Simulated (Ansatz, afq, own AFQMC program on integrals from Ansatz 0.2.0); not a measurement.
# Where AFQMC and coupled cluster stand for HSe, doublet

```xyz
2

Se    0.5639   -0.2629    0.2833
H    -0.6084   -0.8077   -0.4243
```

Basis def2-TZVP. Noble-gas cores (and the filled d shells of Ga–Kr and In–Xe) are frozen. Integrals, coupled cluster, full CI and functionals: Ansatz 0.2.0; the random walks run on the same integrals in our own AFQMC program. The CISD trial takes its coefficients from CCSD amplitudes. Released means that phaseless walkers are propagated on without the constraint, phases kept. Free AFQMC starts from the CCSD state and is never constrained. Its projection time is finite, and what remains of the start isn't in its error. ± is one standard error of the sampling. No spin–orbit coupling.

Determinant: UHF, the one that the program's search chose, which needn't be the lowest solution. The geometry is a PBE0/def2-SVP stationary point of this or a neighbouring charge and spin state.

No full CI on the walks' own integrals is used here; CCSDT(Q) serves as the reference and is uncertain by about the last step of the cluster series.

Cautions: no relativity below Rb; no spin-orbit coupling; inner d shell frozen.

* T1 diagnostic: 0.0100
* weight of the determinant in the CISD state: 0.923
* ⟨S²⟩ of the determinant: 0.761
* size of the correlated space: 7 electrons in 40 orbitals

Reference: CCSDT(Q), correlation energy -4.300 eV. The released energy is read at 2.40 1/Eh (meV from the phaseless value at times in 1/Eh: -2.9 ± 1.8 at 0.24, -4.1 ± 1.6 at 0.51, -6.6 ± 1.4 at 0.99, -8.9 ± 1.6 at 1.62, -7.6 ± 1.6 at 2.40).

```
         level  E − E(reference) (kcal/mol)  share of correlation (%)
            HF                        99.15                      0.00
           MP2                        17.61                     82.24
          CCSD                         3.60                     96.36
       CCSD(T)                         0.53                     99.47
         CCSDT                         0.10                     99.90
 ph-AFQMC/CISD                  0.19 ± 0.05                     99.81
released AFQMC                  0.01 ± 0.04                     99.99
    free AFQMC                 -0.05 ± 0.05                    100.05
```

Free projections are given only where their last times agree within the noise and don't stop above the reference; a slow remainder of the start can still hide under it. A walk keeps the symmetry of its determinant, which the program's search chose and which needn't be the lowest solution, so a lower state of the same spin and another symmetry isn't excluded. Released energies are given only where the last usable release times agree within the noise; a slower fall can still hide under it.
